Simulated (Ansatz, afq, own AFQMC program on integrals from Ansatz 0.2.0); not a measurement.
SiH2O, triplet: AFQMC among the cluster methods

```tsv
atom	x (Å)	y (Å)	z (Å)
Si	0.0000	0.0000	1.1491
O	0.0000	0.0000	-4.6739
H	0.0000	1.3319	1.7624
H	0.0000	-1.3319	1.7624
```

Connectivity, by distances: SiH2 ··· O.

Basis cc-pVDZ. Noble-gas cores (and the filled d shells of Ga–Kr and In–Xe) are frozen. Integrals, coupled cluster, full CI and functionals: Ansatz 0.2.0; the random walks run on the same integrals in our own AFQMC program. The CISD trial takes its coefficients from CCSD amplitudes. Released means that phaseless walkers are propagated on without the constraint, phases kept. ± is one standard error of the sampling.

Determinant: ROHF, the one that the program's search chose, which needn't be the lowest solution. The geometry is a point of a scan.

No full CI on the walks' own integrals is used here; CCSDT(Q) serves as the reference and is uncertain by about the last step of the cluster series.

Cautions: lower spins were not checked; higher spins were not checked; a spin-contaminated unrestricted determinant lies lower (UHF 643 meV lower, ⟨S²⟩ 2.79); the released energies are still falling, so no released level is given (meV from the phaseless value at times in 1/Eh: 7 ± 10 at 0.24, 13 ± 18 at 0.51, 28 ± 19 at 0.99, -19 ± 22 at 1.62, -52 ± 28 at 2.40); CCSDT(Q) on the UHF determinant differs (56 meV lower), perhaps since the unrestricted series falls towards higher spin.

- T1 diagnostic: 0.0128
- weight of the determinant in the CISD state: 0.875
- size of the correlated space: 12 electrons in 36 orbitals

Reference: CCSDT(Q), correlation energy -6.627 eV.

```json
{"level": "HF", "E − E(reference) (kJ/mol)": "639.4", "share of correlation (%)": "0.00"}
{"level": "MP2", "E − E(reference) (kJ/mol)": "128.0", "share of correlation (%)": "79.98"}
{"level": "CCSD", "E − E(reference) (kJ/mol)": "11.5", "share of correlation (%)": "98.20"}
{"level": "CCSD(T)", "E − E(reference) (kJ/mol)": "2.9", "share of correlation (%)": "99.55"}
{"level": "CCSDT", "E − E(reference) (kJ/mol)": "0.5", "share of correlation (%)": "99.92"}
{"level": "ph-AFQMC/CISD", "E − E(reference) (kJ/mol)": "1.5 ± 0.9", "share of correlation (%)": "99.76"}
```

A walk keeps the symmetry of its determinant, which the program's search chose and which needn't be the lowest solution, so a lower state of the same spin and another symmetry isn't excluded.
